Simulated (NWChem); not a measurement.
Molecule: oxygen (O$_{2}$, triplet); SMILES O=O

```xyz
2

O      0.0000     0.0000     0.5941
O      0.0000     0.0000    -0.5941
```
Atoms are numbered in this order, from 1.

Program: NWChem. Spin-unrestricted. Geometry: optimised at PBE0/def2-SVP, spin-unrestricted. No stability test was run on the SCF state. Level: M06-2X/def2-SVP with SMD (1 M gas to 1 M solution), gas-phase geometry. Reactions with the solvent are ignored.

Task: Order these by “solvation free energy (kcal/mol)”, lowest first: water; chlorobenzene; acetone.

Result: acetone (-4.4), chlorobenzene (-1.4), water (-0.5)
